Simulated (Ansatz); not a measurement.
**CH2P2 (SMILES P#CP): the energy, rung by rung**

CH2P2: 5 atoms, total charge 0, spin state singlet. As SMILES, `P#CP`. Geometry: relaxed at GFN2-xTB.

```xyz
5

P    -0.1843   -1.5262    1.8555
C    -0.1794   -0.4633    0.7115
P    -0.3452    0.8380   -0.4454
H    -0.3139    0.0252   -1.5859
H     1.0227    1.1262   -0.5357
```

Each level gives the energy change with the C2–P3 bond stretched from 1.749 to 2.186 Å (eV). The values are calculated.

| level | kind | program | value (eV) | less FCI/STO-3G | CPU time (all runs) |
| --- | --- | --- | --- | --- | --- |
| BLYP/STO-3G (restricted) | GGA | Ansatz | 0.94 | -0.08 | 2.8 s |
| PBE/STO-3G (restricted) | GGA | Ansatz | 1.08 | +0.06 | 2.8 s |
| r2SCAN/STO-3G (restricted) | meta-GGA | Ansatz | 1.16 | +0.14 | 7.4 s |
| HSE06/STO-3G (restricted) | range-separated hybrid | Ansatz | 1.27 | +0.25 | 3.4 s |
| MP2/STO-3G (restricted) | perturbation theory | Ansatz | 1.11 | +0.09 | 0.39 s |
| BCCD(T)/STO-3G (restricted) | coupled cluster or CI | Ansatz | 1.03 | +0.01 | 0.55 s |
| CCSDT(Q)/STO-3G (restricted) | coupled cluster or CI | Ansatz | 1.02 | 0.00 | 1.1 s |
| CCSDTQ/STO-3G (restricted) | coupled cluster or CI | Ansatz | 1.02 | 0.00 | 18 s |
| FCI/STO-3G | exact in the basis | Ansatz | 1.02 | 0.00 | 2 min |

FCI/STO-3G is exact within its basis and frozen core, so for wave-function methods in that basis the difference is their error; functionals converge differently with the basis, so for them it is only a difference. The first shape isn't each level's own minimum. The values span 0.94 to 1.27 eV. All rows use very small basis sets, so none should be taken for the real molecule's value. CPU times are rough (shared hosts, several kinds of processor and program).
